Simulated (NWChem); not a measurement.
All runs are NWChem calculations. System: ClNa, charge -1, spin multiplicity 2, at the geometry of a parent with another charge or spin, in a state set for the comparison that need not be this species' ground state. Its SCF solution wasn't tested for a lower state. Level: UHF/def2-TZVPD.

Output (cleaned and shortened):

```
             Northwest Computational Chemistry Package (NWChem) 7.3.0
             --------------------------------------------------------

                                NWChem Input Module
                                -------------------

 Scaling coordinates for geometry "geometry" by  1.889725989
 (inverse scale =  0.529177249)

 Turning off AUTOSYM since
 SYMMETRY directive was detected!

                             Geometry "geometry" -> ""
                             -------------------------

 Output coordinates in angstroms (scale by  1.889725989 to convert to a.u.)

  No.       Tag          Charge          X              Y              Z
 ---- ---------------- ---------- -------------- -------------- --------------
    1 Na                  11.0000     0.00000000     0.00000000    -1.42093700
    2 Cl                  17.0000     0.00000000     0.00000000     0.91943000

 Effective nuclear repulsion energy (a.u.)      42.2823196375

            Nuclear Dipole moment (a.u.)
            ----------------------------
        X                 Y               Z
 ---------------- ---------------- ----------------
     0.0000000000     0.0000000000     0.0000056692

      Symmetry information
      --------------------

 Group name             C2v
 Group number             16
 Group order               4
 No. of unique centers     2

      Symmetry unique atoms

     1    2


 Summary of "ao basis" -> "" (spherical)
 ------------------------------------------------------------------------------
       Tag                 Description            Shells   Functions and Types
 ---------------- ------------------------------  ------  ---------------------
 *                         def2-tzvpd                 on all atoms

 Summary of "ao basis" -> "ao basis" (spherical)
 ------------------------------------------------------------------------------
       Tag                 Description            Shells   Functions and Types
 ---------------- ------------------------------  ------  ---------------------
 Na                        def2-tzvpd               13       35   5s5p3d
 Cl                        def2-tzvpd               16       46   6s6p3d1f

                                 NWChem SCF Module
                                 -----------------

  ao basis        = "ao basis"
  functions       =    81
  atoms           =     2
  alpha electrons =    15
  beta  electrons =    14
  charge          =  -1.00
  wavefunction    = UHF
  use symmetry    = T
  symmetry adapt  = T

 Summary of "ao basis" -> "ao basis" (spherical)
 ------------------------------------------------------------------------------
       Tag                 Description            Shells   Functions and Types
 ---------------- ------------------------------  ------  ---------------------
 Na                        def2-tzvpd               13       35   5s5p3d
 Cl                        def2-tzvpd               16       46   6s6p3d1f

      Symmetry analysis of basis
      --------------------------

        a1         36
        a2          7
        b1         19
        b2         19

 Forming initial guess at       0.0s

   Symmetry analysis of molecular orbitals - initial alpha
   -------------------------------------------------------

  Numbering of irreducible representations:

     1 a1          2 a2          3 b1          4 b2

  Orbital symmetries:

     1 a1          2 a1          3 a1          4 a1          5 b1
     6 b2          7 a1          8 b2          9 b1         10 a1
    11 a1         12 a1         13 b2         14 b1         15 a1
    16 b2         17 b1         18 a1         19 b1         20 b2
    21 a1         22 a1         23 a1         24 b2         25 b1

   Symmetry analysis of molecular orbitals - initial beta
   ------------------------------------------------------

  Numbering of irreducible representations:

     1 a1          2 a2          3 b1          4 b2

  Orbital symmetries:

     1 a1          2 a1          3 a1          4 a1          5 b1
     6 b2          7 a1          8 b2          9 b1         10 a1
    11 a1         12 a1         13 b2         14 b1         15 a1
    16 b1         17 b2         18 a1         19 a1         20 b2
[...]
  ----- ------------  ---------------      ----- ------------  ---------------
    51      0.507932  2 Cl px                54      0.388670  2 Cl px
    48      0.239851  2 Cl px                42     -0.189982  2 Cl px

 Vector   15  Occ=1.000000D+00  E=-2.224556D-02  Symmetry=a1
              MO Center=  4.8D-15, -1.5D-14, -3.2D+00, r^2= 9.2D+00
   Bfn.  Coefficient  Atom+Function         Bfn.  Coefficient  Atom+Function
  ----- ------------  ---------------      ----- ------------  ---------------
     5      0.766774  1 Na s                 14     -0.271458  1 Na pz
    20     -0.265630  1 Na pz                 4      0.216651  1 Na s

 Vector   16  Occ=0.000000D+00  E= 1.034385D-01  Symmetry=b2
              MO Center=  1.9D-18,  1.3D-14, -1.7D+00, r^2= 4.0D+01
   Bfn.  Coefficient  Atom+Function         Bfn.  Coefficient  Atom+Function
  ----- ------------  ---------------      ----- ------------  ---------------
    19      1.320057  1 Na py                13     -0.406839  1 Na py
    58     -0.190585  2 Cl py

 Vector   17  Occ=0.000000D+00  E= 1.034385D-01  Symmetry=b1
              MO Center= -2.4D-15,  1.6D-17, -1.7D+00, r^2= 4.0D+01
   Bfn.  Coefficient  Atom+Function         Bfn.  Coefficient  Atom+Function
  ----- ------------  ---------------      ----- ------------  ---------------
    18      1.320057  1 Na px                12     -0.406839  1 Na px
    57     -0.190585  2 Cl px

 Vector   18  Occ=0.000000D+00  E= 1.127995D-01  Symmetry=a1
              MO Center= -6.6D-17,  1.8D-16, -2.2D+00, r^2= 4.4D+01
   Bfn.  Coefficient  Atom+Function         Bfn.  Coefficient  Atom+Function
  ----- ------------  ---------------      ----- ------------  ---------------
    20      1.665075  1 Na pz                14     -1.209489  1 Na pz
     4     -1.110712  1 Na s                 41      1.035371  2 Cl s
    59     -0.753783  2 Cl pz                 5      0.282581  1 Na s
    17     -0.269000  1 Na pz                56     -0.215793  2 Cl pz
    33     -0.162493  1 Na d  0

                     UHF Final Beta Molecular Orbital Analysis
                     -----------------------------------------

 Vector   12  Occ=1.000000D+00  E=-2.486365D-01  Symmetry=a1
              MO Center= -5.0D-16, -8.6D-16,  9.0D-01, r^2= 1.4D+00
   Bfn.  Coefficient  Atom+Function         Bfn.  Coefficient  Atom+Function
  ----- ------------  ---------------      ----- ------------  ---------------
    53      0.510491  2 Cl pz                56      0.398057  2 Cl pz
    50      0.237150  2 Cl pz                44     -0.190141  2 Cl pz

 Vector   13  Occ=1.000000D+00  E=-2.337129D-01  Symmetry=b1
              MO Center=  1.5D-17,  8.3D-17,  8.9D-01, r^2= 1.4D+00
   Bfn.  Coefficient  Atom+Function         Bfn.  Coefficient  Atom+Function
  ----- ------------  ---------------      ----- ------------  ---------------
    51      0.508385  2 Cl px                54      0.389486  2 Cl px
    48      0.240062  2 Cl px                42     -0.190150  2 Cl px

 Vector   14  Occ=1.000000D+00  E=-2.337129D-01  Symmetry=b2
              MO Center=  8.7D-17,  2.5D-16,  8.9D-01, r^2= 1.4D+00
   Bfn.  Coefficient  Atom+Function         Bfn.  Coefficient  Atom+Function
  ----- ------------  ---------------      ----- ------------  ---------------
    52      0.508385  2 Cl py                55      0.389486  2 Cl py
    49      0.240062  2 Cl py                43     -0.190150  2 Cl py

 Vector   15  Occ=0.000000D+00  E= 1.093206D-01  Symmetry=b2
              MO Center=  5.2D-17, -9.0D-14, -1.6D+00, r^2= 4.3D+01
   Bfn.  Coefficient  Atom+Function         Bfn.  Coefficient  Atom+Function
  ----- ------------  ---------------      ----- ------------  ---------------
    19      1.403247  1 Na py                13     -0.623550  1 Na py

 Vector   16  Occ=0.000000D+00  E= 1.093206D-01  Symmetry=b1
              MO Center=  1.6D-14,  5.5D-17, -1.6D+00, r^2= 4.3D+01
   Bfn.  Coefficient  Atom+Function         Bfn.  Coefficient  Atom+Function
  ----- ------------  ---------------      ----- ------------  ---------------
    18      1.403247  1 Na px                12     -0.623550  1 Na px

 Vector   17  Occ=0.000000D+00  E= 1.118883D-01  Symmetry=a1
              MO Center= -1.1D-15,  4.7D-15, -3.3D+00, r^2= 4.3D+01
   Bfn.  Coefficient  Atom+Function         Bfn.  Coefficient  Atom+Function
  ----- ------------  ---------------      ----- ------------  ---------------
    20      1.674518  1 Na pz                14     -1.186589  1 Na pz
    41      1.130757  2 Cl s                  4     -1.045101  1 Na s
    59     -0.751770  2 Cl pz                 5     -0.266398  1 Na s
    56     -0.205887  2 Cl pz                17     -0.185960  1 Na pz

 center of mass
 --------------
 x =   0.00000000 y =   0.00000000 z =  -0.01681255

 moments of inertia (a.u.)
 ------------------
         271.308802984385           0.000000000000           0.000000000000
           0.000000000000         271.308802984385           0.000000000000
           0.000000000000           0.000000000000           0.000000000000

  Mulliken analysis of the total density
  --------------------------------------

    Atom       Charge   Shell Charges
 -----------   ------   -------------------------------------------------------
    1 Na  11    11.12   2.00  0.67  1.33  0.15  0.62  5.08  0.91  0.14  0.06  0.12  0.00  0.01  0.02
    2 Cl  17    17.88   2.01  0.45  1.52  1.05  0.92  0.05  4.19  1.69  1.08  2.84  2.00  0.08  0.00  0.00 -0.00  0.00

  Mulliken analysis of the alpha density
  --------------------------------------

    Atom       Charge   Shell Charges
 -----------   ------   -------------------------------------------------------
    1 Na  11     6.10   1.00  0.34  0.66  0.15  0.62  2.54  0.46  0.15  0.05  0.12  0.00  0.00  0.01
    2 Cl  17     8.90   1.01  0.22  0.76  0.53  0.46  0.02  2.09  0.85  0.54  1.42  1.00  0.01  0.00  0.00 -0.00  0.00

   Mulliken analysis of the beta density
   -------------------------------------

    Atom       Charge   Shell Charges
 -----------   ------   -------------------------------------------------------
    1 Na  11     5.02   1.00  0.33  0.66  0.00 -0.00  2.54  0.46 -0.00  0.01 -0.00  0.00  0.00  0.01
    2 Cl  17     8.98   1.01  0.22  0.76  0.52  0.46  0.03  2.09  0.85  0.54  1.42  1.00  0.07  0.00  0.00  0.00  0.00

   Mulliken analysis of the spin density
   -------------------------------------

    Atom       Charge   Shell Charges
 -----------   ------   -------------------------------------------------------
    1 Na  11     1.07   0.00  0.00 -0.00  0.15  0.62  0.00 -0.00  0.15  0.04  0.12  0.00  0.00 -0.00
    2 Cl  17    -0.07   0.00  0.00 -0.00  0.00 -0.00 -0.01  0.00 -0.00  0.00  0.00 -0.00 -0.06  0.00  0.00 -0.00  0.00

       Multipole analysis of the density wrt the origin
       ------------------------------------------------

     L   x y z        total         alpha         beta         nuclear
     -   - - -        -----         -----         ----         -------
     0   0 0 0     -1.000000    -15.000000    -14.000000     28.000000

     1   1 0 0     -0.000000     -0.000000      0.000000      0.000000
     1   0 1 0      0.000000      0.000000      0.000000      0.000000
     1   0 0 1      2.071093      4.046146     -1.975059      0.000006

     2   2 0 0    -26.380378    -19.161190     -7.219188      0.000000
     2   1 1 0      0.000000      0.000000      0.000000      0.000000
     2   1 0 1      0.000000      0.000000      0.000000      0.000000
     2   0 2 0    -26.380378    -19.161190     -7.219188      0.000000
     2   0 1 1     -0.000000     -0.000000      0.000000      0.000000
     2   0 0 2    -53.852692   -114.719687    -69.764885    130.631880

 Task  times  cpu:        0.8s     wall:        0.8s

 Total times  cpu:        0.8s     wall:        0.8s
```

Problem. Write an NWChem input that would produce this output.

Solution. One answer among several that fit: 
```
start mol
memory heap 200 mb stack 900 mb global 1100 mb
charge -1
geometry units angstroms nocenter noautoz
  Na     0.000000     0.000000    -1.420937
  Cl     0.000000     0.000000     0.919430
  symmetry group C2v
end
basis spherical
  * library def2-tzvpd
end
scf
  uhf
  nopen 1
  maxiter 100
  thresh 1e-7
  semidirect memsize 60000000 filesize 0
  # guess.movecs holds the orbitals of an unrestricted PBE0 run
  vectors input guess.movecs output mol.movecs
end
task scf energy
```
